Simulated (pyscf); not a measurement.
Optimised with ωB97X-D3(BJ)/def2-SVP in PySCF.

What is the homolytic dissociation enthalpy (298 K, ωB97M-D3(BJ)/def2-TZVP) of the Nb–S bond of O=Nb(OH)(SH)–Cl (SMILES [O]=[Nb]([OH])([SH])[Cl]), to [O=Nb(OH)–Cl]• + SH•?

Nb–S to [O=Nb(OH)–Cl]• + SH•: 82.2 kcal/mol. The 7 functionals that were run give +79.6 (M06-2X) to +89.7 kcal/mol (ωB97X-D3(BJ)/def2-TZVP). The radicals are drawn with the spin at the cut bond; how far it spreads was not checked. Other isomers of [O=Nb(OH)–Cl]• were not searched in full and may lie lower. Left out: the spin-orbit lowering of SH. Open-shell species with a d-block atom are single-reference here; other states, and whether the spin sits on metal or ligand, were not checked. Elements past Kr carry the def2 core potentials, without spin-orbit coupling.
